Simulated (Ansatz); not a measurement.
Energy needed to pull apart C₂HO (SMILES [C]1=CO1), doublet, into free ground-state atoms, from the structure below (displaced at random from a GFN2-xTB minimum); no zero-point or spin–orbit terms; open-shell atoms are treated unrestricted, in their ground-state multiplicity.

C1  (-0.651, -0.956, 0.103)
C2  (0.316, -0.033, 0.069)
O3  (-0.848, 0.384, -0.454)
H4  (1.183, 0.543, 0.343)
(Å)

Ansatz 0.2.0; basis: def2-TZVPP; cores frozen in the correlated methods; orbitals are unrestricted. B3LYP uses VWN-RPA correlation.

```
   method  atomization energy (kcal/mol)
   PBE-D4                          393.9
r2SCAN-D4                              ?
   B97M-V                          370.5
  PBE0-D4                          373.5
 B3LYP-D4                              ?
  wB97M-V                          370.1
       HF                          221.9
      MP2                          366.3
     CCSD                          338.9
  CCSD(T)                          350.8
```

Task: What does B3LYP-D4 give? (To be estimated.)

Result: Computed: 366.6 kcal/mol, which is about 15.8 kcal/mol more than CCSD(T)/def2-TZVPP.

Task: What does r2SCAN-D4 give? (To be estimated.)

Result: The calculation gives: 372.1 kcal/mol, which is about 21.3 kcal/mol more than CCSD(T)/def2-TZVPP.

In triple zeta the MP2 and coupled-cluster atomization energies are still short of their basis limit by a few kcal/mol a bond, whereas those of the functionals are nearly converged, so these differences are not deviations from converged CCSD(T).

The T1 diagnostic stays at or below 0.020. ⟨S²⟩ of the unrestricted Hartree–Fock references: 0.77 (a pure state has 0.75).

For scale, one of the runs: CCSD(T)/def2-TZVPP forces, 107 basis functions (an equivalent command: `ansatz run in.yaml --threads 4`). The run took 38 s on 4 CPU threads (shared host), with 1.4 GiB of host memory at its peak.
